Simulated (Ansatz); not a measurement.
# AlH7OSi: the cost of one run

All numbers below are computed with Ansatz 0.2.0 (RKS r2SCAN-D4/def2-SVP).

**1. Starting point**

Bond lengths: Al1–O2 2.130 Å, O2–H3 1.010 Å, Al1–H4 1.560 Å, Al1–H5 1.560 Å, Al1–Si6 2.620 Å, Si6–H7 1.460 Å, Si6–H8 1.460 Å, Si6–H9 1.460 Å, Si6–H10 1.683 Å. Angles (14 of 17 angles, heavy atoms first): O2–Al1–Si6 71.6°, Al1–O2–H3 109.5°, O2–Al1–H4 120.0°, O2–Al1–H5 120.0°, H4–Al1–Si6 96.8°, H5–Al1–Si6 101.3°, Al1–Si6–H7 109.5°, Al1–Si6–H8 109.5°, Al1–Si6–H9 109.5°, Al1–Si6–H10 61.5°, H4–Al1–H5 120.0°, H7–Si6–H8 109.4°, H7–Si6–H9 109.4°, H7–Si6–H10 53.6°.

Structure file:

```xyz
10

Al    0.0000    0.0000    0.0000
O     0.0000    0.0000    2.1300
H    -0.9095   -0.2814    2.4671
H     1.3510    0.0000   -0.7800
H    -1.3510    0.0000   -0.7800
Si    0.1174    2.4836    0.8261
H     0.6937    2.5244    2.1670
H     0.9517    3.2614   -0.0852
H    -1.2275    3.0508    0.8577
H     0.0594    1.2570    1.9764
```

**2. A restrained relaxation towards end A**

Springs on the bonds that form and break draw the guess towards this end; the thresholds are loose.

Contents of input.yaml:

```yaml
crystal:
  periodic: [false, false, false]
  atoms:
    - { symbol: Al, position_ang: [0.0, 0.0, 0.0] }
    - { symbol: O, position_ang: [0.0, 0.0, 2.13] }
    - { symbol: H, position_ang: [-0.9095, -0.2814, 2.4671] }
    - { symbol: H, position_ang: [1.351, 0.0, -0.78] }
    - { symbol: H, position_ang: [-1.351, 0.0, -0.78] }
    - { symbol: Si, position_ang: [0.1174, 2.4836, 0.8261] }
    - { symbol: H, position_ang: [0.6937, 2.5244, 2.167] }
    - { symbol: H, position_ang: [0.9517, 3.2614, -0.0852] }
    - { symbol: H, position_ang: [-1.2275, 3.0508, 0.8577] }
    - { symbol: H, position_ang: [0.0594, 1.257, 1.9764] }
basis:
  gaussian: { orbitals: def2-SVP }
hamiltonian:
  xc: r2scan
  dispersion: d4
relax:
  f_tol: 0.15
  max_steps: 25
  restrain:
    - { distance: [0, 5], at: 3.52, k: 30.0 }
    - { distance: [9, 1], at: 2.21, k: 30.0 }
    - { distance: [0, 1], at: 1.78, k: 30.0 }
    - { distance: [9, 5], at: 1.46, k: 30.0 }
output:
  orbitals: {}
```

Run with:

```
> ansatz run input.yaml --threads 2 --pin off --max-ram 3072MiB --backend cpu --events-out ev --progress --plain --runs-dir out
```

What time and memory should one allow on 2 threads of Intel Xeon 6975P-C (Granite Rapids), shared host?

About 17 s, with a peak of 0.16 GiB.
